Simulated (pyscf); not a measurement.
acetylene (HC≡CH) + hydrogen fluoride (HF) → :C=CH₂ [singlet] + hydrogen fluoride (HF), a concerted two-bond exchange (singlet surface; C–H, F–H broken, C–H, F–H formed). Optimised with ωB97X-D3(BJ)/def2-SVP in PySCF. MP2 and CC: frozen core, UHF for open shells. ΔMP2 is the change of the MP2 total energy from the triple- to the quadruple-zeta basis. Energies in kcal/mol from the separated reactants.

Small-basis levels: PySCF, no dispersion term, spherical d functions. AM1 to PM7: differences of heats of formation from MOPAC. GFN2-xTB: tblite. Cost: rough CPU time at the saddle relative to B3LYP/6-31G*, from one job on a shared machine.

| level | barrier | reaction energy | cost |
|---|---|---|---|
| HF/STO-3G | ___ | +40.2 | 0.09 |
| HF/6-31G* | 81.9 | +33.5 | 0.1 |
| BP86/6-31G* | 44.8 | +42.7 | 1 |
| PBE/6-31G* | 43.1 | +43.8 | 1 |
| B3LYP/STO-3G | 49.3 | +49.7 | 0.6 |
| B3LYP/3-21G | ___ | +45.8 | 0.8 |
| B3LYP/6-311+G** | 62.6 | +43.0 | 2 |
| B3LYP/def2-SVP | 54.0 | +43.4 | 1 |
| GFN2-xTB | 73.2 | +54.4 | under 0.02 |
| AM1 | 138.6 | +58.2 | under 0.02 |
| PM3 | 106.7 | +57.7 | under 0.02 |
| PM6 | 94.5 | +40.7 | under 0.02 |
| CCSD(T)/def2-TZVPP + ΔMP2(QZVPP) | ___ | +44.8 | – |

Q: Some entries are withheld; supply them.

A: 
- HF/STO-3G, barrier: 102.1
- B3LYP/3-21G, barrier: 48.0
- CCSD(T)/def2-TZVPP + ΔMP2(QZVPP), barrier: 64.8

Against the last row the barrier runs from -21.6 (PBE/6-31G*) to +73.8 kcal/mol (AM1); B3LYP/6-311+G** happens to lie closest here (2.2 kcal/mol apart). At PBE/6-31G*, B3LYP/STO-3G this geometry lies under one side, so the entry may be no barrier of that level: it is a single point on another level's saddle. CCSD(T)/def2-TZVPP + ΔMP2(QZVPP) has limits of its own. On the reactant side the descent ends in a complex, 5.3 kcal/mol under the separated species and 66.3 kcal/mol under the saddle at ωB97X-D3(BJ)/def2-TZVP. On the product side the descent ends in a complex, 5.8 kcal/mol under the separated species and 25.1 kcal/mol under the saddle at ωB97X-D3(BJ)/def2-TZVP. At ωB97X-D3(BJ) the barrier from the zero used here is 60.9 kcal/mol. The same reactants have a lower exit, to H₂C=CH–F (barrier +45.4 kcal/mol at ωB97M-D3(BJ), against +59.8 kcal/mol here). One saddle was located; it need not be the lowest between these sides. The CCSD(T) − MP2 part came from Ansatz, without density fitting, on the same reference.
